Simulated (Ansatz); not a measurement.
A made-up structure of CH$_{6}$NSi (charge +1), closed shell:

N1  (-0.783, 0.754, -1.042)
C2  (0.030, 0.689, -0.058)
Si3  (0.568, -0.941, 0.809)
H4  (-1.207, -0.080, -1.438)
H5  (-1.045, 1.635, -1.476)
H6  (0.418, 1.652, 0.279)
H7  (0.281, -0.197, -0.582)
H8  (-0.154, -2.010, 0.088)
H9  (0.140, -0.742, 2.209)
(Å)

It is relaxed with PBE-D4/def2-SVP and then PBE0-D4/def2-TZVP (Ansatz 0.2.0). Atoms count as bonded within 1.22 times the sum of their covalent radii (H–H: 0.88 Å). The end point is not checked to be a true minimum.

(1) Does its bonding change? (A judgement: the text doesn't fix the answer.)

Results:

(1) Computed: Yes. Formed: none; broken: C2–H7.

Where it ends: The first stage lowers the energy by 4.81 eV in 16 steps. It ends as CH₆NSi ([NH2][CH][SiH3]), total charge +1:
N1  (-1.104, 0.839, -1.068)
C2  (-0.179, 0.775, -0.187)
Si3  (0.475, -0.857, 0.591)
H4  (-1.563, 0.003, -1.419)
H5  (-1.425, 1.721, -1.459)
H6  (0.236, 1.739, 0.110)
H7  (1.909, -0.855, 0.237)
H8  (-0.318, -1.927, -0.050)
H9  (0.216, -0.677, 2.034)
(Å)

Labels in which every atom is bracketed show which atoms are joined, not bond orders.

For scale, one of the runs: PBE0-D4/def2-TZVP relaxation, 135 basis functions, launched by `ansatz run in.yaml --threads 2 --pin off --events-out ev --progress --plain --max-ram 4352MiB`. Hardware: 2 CPU threads of an Arm Neoverse V2, shared host. Wall time about 17 s.
